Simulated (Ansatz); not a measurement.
Consider the substitution at a C–C bond: `C=C(O)C#N` + `SS` → `C=C(O)SS` + `C#N`.

Program: Ansatz. Geometries: PBE0-D4/def2-TZVP. ΔE: electronic, gas phase. CCSD(T)/CBS is the MP2 limit (def2-TZVPP, def2-QZVPP) plus CCSD(T) − MP2 in def2-TZVPP, frozen cores. This one scheme is used for every species. One conformer a species, not always the lowest.

| species | CCSD(T)/CBS(def2) energy (Eh) |
| --- | --- |
| `C=C(O)C#N` | -245.78570 |
| `SS` | -796.74576 |
| `C=C(O)SS` | -949.20835 |
| `C#N` | -93.32098 |

Work out ΔE.

ΔE = (-949.20835) + (-93.32098) − (-245.78570) − (-796.74576) = 0.00213 Eh = +1.3 kcal/mol.

Largest T1 diagnostic among the species: 0.014.

In def2-TZVPP, CCSD(T) changes the Hartree–Fock value by −5.0 kcal/mol (the triples alone add −1.1 kcal/mol) and MP2 by −6.3 kcal/mol. The D4 term adds −2.0 kcal/mol with B3LYP and −1.1 kcal/mol with PBE0; it sums over pairs of atoms, weighted by their polarisabilities, and B3LYP, whose exchange is more repulsive, gets the larger term.

B3LYP here is the variant with VWN-RPA as its local correlation; programs differ in this.
